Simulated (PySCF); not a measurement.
Start geometry of `O=C(Cl)C1CC1` from GFN2-xTB (Å):
```
atom  x, y, z in Å
O1     1.9825   -1.6702    0.8014
C2     1.3094   -0.8641    0.1826
Cl3    1.9639   -0.1861   -1.3285
C4     0.0201   -0.3505    0.5138
C5    -0.4116    1.0677    0.1941
C6    -1.0276   -0.0286   -0.5655
H7    -0.3726   -0.7891    1.4391
H8     0.3411    1.6974   -0.2931
H9    -0.9965    1.5928    0.9706
H10   -2.0499   -0.3128   -0.3538
H11   -0.7206   -0.1824   -1.5763
```

Question: What comes out of this run: PBE0-D3(BJ)/def2-SVP geometry optimisation, gas phase (PySCF)?

Answer: 
```
atom  x, y, z in Å
O1     1.7246   -1.9626    0.6071
C2     1.2079   -1.0409    0.0751
Cl3    1.9856   -0.2921   -1.3756
C4    -0.0587   -0.3974    0.4727
C5    -0.2745    1.0919    0.3244
C6    -1.0225    0.1591   -0.5509
H7    -0.4782   -0.8879    1.3546
H8     0.5430    1.6628   -0.1213
H9    -0.7946    1.5831    1.1502
H10   -2.0824   -0.0220   -0.3578
H11   -0.7173    0.0880   -1.5973
```

The energy falls by 3.0 kcal/mol over 10 energy and gradient evaluations, the largest force component goes from 0.0554 to 2.1e-04 Eh/bohr, and the atoms move by 0.025 Å rms after alignment. The bond that changes most is C2–C4 (acyl halide carbon to sp3 carbon next to a carbonyl), which lengthens by 0.049 Å. Bonds longer at the end by more than 0.005 Å: 5 of 11; shorter: 3. Among the angles that change most is C6–C4–H7, from 115.6° to 117.8°. Rotational constants go from 4431, 2528, 1837 to 4383, 2476, 1803 MHz. The orientation of the end geometry is arbitrary; only internal coordinates are fixed.

The run used 113 basis functions and 74 SCF cycles in all.

Stationary, but not proved a minimum. One conformer, not necessarily the lowest.
